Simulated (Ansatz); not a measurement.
## B2H, doublet: the ladder up to full CI

Geometry: a PBE0/def2-TZVP stationary point for this spin, not checked as a minimum. The quartet lies 1.2 eV lower here.

```json
{"atom": "B", "x (Å)": "0.0000", "y (Å)": "0.0000", "z (Å)": "0.1151"}
{"atom": "B", "x (Å)": "0.0000", "y (Å)": "0.0000", "z (Å)": "-1.4076"}
{"atom": "H", "x (Å)": "0.0000", "y (Å)": "0.0000", "z (Å)": "1.2925"}
```

Basis 6-31G; Ansatz 0.2.0. Only valence electrons are correlated (noble-gas cores frozen), which leaves 7 electrons in 18 orbitals. Prefix R: restricted or restricted open-shell reference; prefix U: unrestricted. Active spaces: valence = (7e, 9o) chosen from the atoms' valence shells.

Full CI is exact within this basis and frozen core; it isn't the basis-set limit. The frozen core follows each run's orbitals, which can shift R against U totals by a few meV.

Unrestricted rows (U) aren't spin-pure: their determinants' ⟨S²⟩ exceeds S(S+1) by up to 1.00, so they mix in states of higher spin. For open shells CISD and CISDTQ are restricted-active-space CI with the open shells as a complete middle space. The determinant fills πx and πy unequally, so it is a mixture of Σ and Δ, which weighs on every level built on one determinant.

```
UHF ⟨S²⟩                          : 1.752
T1 diagnostic (RCCSD)             : 0.0287
largest doubles amplitude (RCCSD) : 0.166
T1 diagnostic (UCCSD)             : 0.0478
```

```json
{"level": "RHF", "E − E(full CI) (kJ/mol)": "298.4", "share of correlation (%)": "0.00", "wall time": "–"}
{"level": "UHF", "E − E(full CI) (kJ/mol)": "201.9", "share of correlation (%)": "32.31", "wall time": "–"}
{"level": "RMP2", "E − E(full CI) (kJ/mol)": "97.0", "share of correlation (%)": "67.50", "wall time": "–"}
{"level": "UMP2", "E − E(full CI) (kJ/mol)": "36.9", "share of correlation (%)": "87.64", "wall time": "–"}
{"level": "CISD", "E − E(full CI) (kJ/mol)": "35.4", "share of correlation (%)": "88.13", "wall time": "0.57 s"}
{"level": "RCCSD", "E − E(full CI) (kJ/mol)": "21.4", "share of correlation (%)": "92.84", "wall time": "–"}
{"level": "UCCSD*", "E − E(full CI) (kJ/mol)": "-62.0", "share of correlation (%)": "120.77", "wall time": "–"}
{"level": "RCCSD(T)", "E − E(full CI) (kJ/mol)": "13.0", "share of correlation (%)": "95.64", "wall time": "0.96 s"}
{"level": "UCCSD(T)*", "E − E(full CI) (kJ/mol)": "-95.1", "share of correlation (%)": "131.88", "wall time": "1.8 s"}
{"level": "BCCD(T)", "E − E(full CI) (kJ/mol)": "13.2", "share of correlation (%)": "95.58", "wall time": "0.96 s"}
{"level": "RCCSDT*", "E − E(full CI) (kJ/mol)": "3.2", "share of correlation (%)": "98.94", "wall time": "–"}
{"level": "UCCSDT*", "E − E(full CI) (kJ/mol)": "2.5", "share of correlation (%)": "99.17", "wall time": "–"}
{"level": "CISDTQ", "E − E(full CI) (kJ/mol)": "2.2", "share of correlation (%)": "99.25", "wall time": "2.5 s"}
{"level": "RCCSDT(Q)*", "E − E(full CI) (kJ/mol)": "-0.2", "share of correlation (%)": "100.06", "wall time": "2.9 s"}
{"level": "UCCSDT(Q)*", "E − E(full CI) (kJ/mol)": "-0.4", "share of correlation (%)": "100.13", "wall time": "7.5 s"}
{"level": "RCCSDTQ*", "E − E(full CI) (kJ/mol)": "0.1", "share of correlation (%)": "99.95", "wall time": "21 s"}
{"level": "UCCSDTQ*", "E − E(full CI) (kJ/mol)": "0.1", "share of correlation (%)": "99.97", "wall time": "50 s"}
{"level": "CASSCF (valence space)", "E − E(full CI) (kJ/mol)": "68.3", "share of correlation (%)": "77.10", "wall time": "–"}
{"level": "NEVPT2 (valence space)", "E − E(full CI) (kJ/mol)": "21.2", "share of correlation (%)": "92.90", "wall time": "4.1 s"}
{"level": "MRCISD (valence space)", "E − E(full CI) (kJ/mol)": "1.5", "share of correlation (%)": "99.48", "wall time": "–"}
{"level": "MRCISD+Q (valence space)", "E − E(full CI) (kJ/mol)": "0.4", "share of correlation (%)": "99.86", "wall time": "6.5 s"}
```

An asterisk marks runs whose energy the program itself flagged as in doubt.

The correlation energy at full CI, counted from RHF, is -3.092 eV. That run took 9 s on 1 thread of Arm Neoverse V2, shared host over 625,600 determinants.

Times hold each run's SCF and search for its determinant on a shared host, so for small cases they say little of a method's own cost; they ran on 1 thread of Arm Neoverse V2.

Not variational, and here over 5 meV under the exact energy: UCCSD, UCCSD(T).

The full-CI state has the irrep A1 of C2v, in the program's axes (one component, if the state is degenerate).

Natural occupations of full CI about the gap: 1.969 1.962 0.995 0.950 0.950 0.056 0.056 0.025 0.013 0.006; effectively unpaired electrons, Σ n²(2−n)², 3.03. No single determinant describes this state well, so single-reference rows can miss without a flag.
